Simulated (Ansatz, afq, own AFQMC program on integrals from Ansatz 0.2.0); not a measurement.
CH₄F, doublet: AFQMC among the cluster methods

```xyz
6

C    -1.2191    0.0000    0.0000
H    -1.5824    1.0273    0.0000
H    -1.5824   -0.5137    0.8897
H    -1.5824   -0.5137   -0.8897
H     0.0139    0.0000    0.0000
F     1.0219    0.0000    0.0000
```

Connectivity, by distances: CH3 ··· F, 1 bridging H.

Basis cc-pVTZ. Only valence electrons are correlated. Ansatz 0.2.0 and our own AFQMC program on the same integrals; the CISD trial comes from CCSD amplitudes, and released means the phaseless constraint is let go. ± is one standard error of the sampling.

Determinant: UHF, the one that the program's search chose, which needn't be the lowest solution. The geometry is a point of a scan.

No full CI on the walks' own integrals is used here. The released AFQMC energy serves as the reference, which it does only where one determinant dominates, the energy is flat over the last release times and near the phaseless one (40 meV or 2 meV an electron, half that with transition metals). On small molecules, where full CI could be run and the noise was under 10 meV, such values lay within 10 meV of it in 19 cases of 20, a flattering rate, since the rule was set on those same cases; what remains of the bias isn't in the error bar.

Cautions: the released value is read at 0.99 1/Eh, later times being too noisy (meV from the phaseless value at times in 1/Eh: -17 ± 9 at 0.24, -22 ± 9 at 0.51, -3 ± 10 at 0.99, -5 ± 21 at 1.50).

The T1 diagnostic is 0.0118. The weight of the determinant in the CISD state is 0.888. The ⟨S²⟩ of the determinant is 0.771 and the size of the correlated space is 15 electrons in 114 orbitals.

```csv
level,correlation energy (eV)
MP2,-12.1266
CCSD,-12.7164
CCSD(T),-13.0839
```

(1) Estimate where AFQMC with the constraint released lies against CCSD(T) on the same integrals.

(1) 0.44 ± 0.36 mEh below CCSD(T). The gap is under twice the noise, so this walk alone can't tell the two apart.

Reference: AFQMC with the constraint released, correlation energy -13.096 ± 0.010 eV.

```csv
level,E − E(reference) (mEh),share of correlation (%)
CCSD(T),0.44 ± 0.36,99.91
ph-AFQMC/CISD,0.10 ± 0.41,99.98
```

A walk keeps the symmetry of its determinant, which the program's search chose and which needn't be the lowest solution, so a lower state of the same spin and another symmetry isn't excluded. Released energies are given only where the last usable release times agree within the noise; a slower fall can still hide under it.
